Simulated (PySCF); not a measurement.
Computed spectra and the visible range. Vertical TDDFT excitations of isolated species (PySCF; the level stands beside each; core orbitals frozen in the response), one conformer each, no solvent. Ions are computed without counter-ions or solvent.

1. `C=N` (CH3N)
2. `O=CC1=C[C@](F)([SiH2]F)O1` (C4H4F2O2Si)
3. `C=CCC#C[C+](C)C` ([C8H11]+)
4. `C=C(C)COC(C)=S` (C6H10OS)
5. `[SiH]Cl` (ClHSi) [singlet]
6. `CS/C(C)=C/C(C)=O` (C6H10OS)
7. `FP(F)(F)(F)F` (PF5)

Task: For which of them does the calculation put a singlet between 380 and 750 nm?

Result: 3, 4 and 5.

1. (CAM-B3LYP/def2-SVPD on a GFN2-xTB geometry) 247 nm (f 0.002); 171 nm (f 0.004); 150 nm (f 0.068); 139 nm (f 0.220); 135 nm (f 0.051).
2. (CAM-B3LYP/def2-SVPD on a GFN2-xTB geometry) 351 nm (f 0.001); 283 nm (f 0.103); 219 nm (f 0.145); 182 nm (f 0.006); 181 nm (f 0.004). No computed singlet lies in the visible range (380 to 750 nm); the lowest, at 351 nm, stands 0.27 eV above its violet end (3.26 eV); a Tamm–Dancoff triplet lies at 482 nm, without intensity as long as spin–orbit coupling is left out.
3. (CAM-B3LYP/def2-SVPD on a GFN2-xTB geometry) 439 nm (f 0.007); 420 nm (f 0.023); 253 nm (f 0.323); 226 nm (f 0.000); 208 nm (f 0.005). 2 computed singlets (S1 to S2) lie in the visible range (380 to 750 nm), the largest f among them at 420 nm, f = 0.023; light of that wavelength is violet, and its complementary colour is yellow-green; a Tamm–Dancoff triplet lies at 488 nm, without intensity as long as spin–orbit coupling is left out.
4. (PBE0/def2-SVPD on a GFN2-xTB geometry) 391 nm (f 0.000); 235 nm (f 0.027); 227 nm (f 0.241); 219 nm (f 0.005); 216 nm (f 0.076). S1 lies in the visible range (380 to 750 nm), at 391 nm, dark in the vertical dipole picture (f under 0.0005); light of that wavelength is violet, and its complementary colour is yellow-green; a Tamm–Dancoff triplet lies at 449 nm, without intensity as long as spin–orbit coupling is left out.
5. (B3LYP/def2-SVPD on a PBE0-D3(BJ)/def2-SVP geometry) 465 nm (f 0.012); 245 nm (f 0.009); 228 nm (f 0.030); 211 nm (f 0.108); 205 nm (f 0.005). S1 lies in the visible range (380 to 750 nm), at 465 nm, f = 0.012; light of that wavelength is blue, and its complementary colour is yellow.
6. (PBE0/def2-SVPD on a PBE0-D3(BJ)/def2-SVP geometry) 329 nm (f 0.000); 264 nm (f 0.407); 221 nm (f 0.000); 205 nm (f 0.002); 193 nm (f 0.022).
7. (wB97X-D/def2-SVPD on a PBE0-D3(BJ)/def2-SVP geometry) 121 nm (f 0.000); 121 nm (f 0.000); 113 nm (f 0.049 summed over 2 states); 108 nm (f 0.145); 107 nm (f 0.000).
